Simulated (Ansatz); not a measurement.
## Dissociation curves of [BNH4]− (SMILES [BH2-]N)

The species is [BNH4]− (6 atoms), meant as a doublet with charge -1. SMILES: `[BH2-]N`. The shape is that of a GFN2-xTB optimisation.

```jsonl
{"atom": "B", "x (Å)": "-0.4092", "y (Å)": "-0.6844", "z (Å)": "0.1812"}
{"atom": "N", "x (Å)": "-0.1751", "y (Å)": "0.8689", "z (Å)": "0.0985"}
{"atom": "H", "x (Å)": "0.6202", "y (Å)": "-1.3231", "z (Å)": "0.5739"}
{"atom": "H", "x (Å)": "-0.8077", "y (Å)": "-1.1319", "z (Å)": "-0.9153"}
{"atom": "H", "x (Å)": "0.2962", "y (Å)": "1.1340", "z (Å)": "-0.7764"}
{"atom": "H", "x (Å)": "0.4756", "y (Å)": "1.1365", "z (Å)": "0.8381"}
```

The B1–H3 distance is scanned; the parts on either side stay rigid. Basis STO-3G, 2 core orbitals frozen in the correlated methods; program Ansatz 0.2.0. FCI is exact within this basis and core. Energies in eV from each method's value at 1.274 Å; open shells run as named. The set has no diffuse functions, which an anion needs. The shape above is that at 1.274 Å.

| distance (Å) | U-revPBE | U-r2SCAN | U-wB97X | UCCSD | UCCSDT | FCI |
| --- | --- | --- | --- | --- | --- | --- |
| 1.274 | 0.00 | 0.00 | 0.00 | 0.00 | 0.00 | 0.00 |
| 1.592 | 0.90 | 1.00 | 1.07 | 1.02 | 1.01 | 1.02 |
| 1.910 | 2.07 | 2.28 | 2.49 | 2.43 | 2.41 | 2.41 |
| 2.547 | 3.82 | 4.16 | 4.59 | 4.72 | 4.63 | 4.64 |
| 3.184 | 4.51 | 4.88 | 5.51 | 5.85 | 5.74 | 5.74 |

Departure from the FCI curve at its largest: U-revPBE -1.23 eV at 3.18 Å; U-r2SCAN -0.86 eV at 3.18 Å; U-wB97X -0.23 eV at 3.18 Å; UCCSD +0.11 eV at 3.18 Å; UCCSDT -0.01 eV at 2.55 Å. For the functionals part of the departure is owed to the small basis.
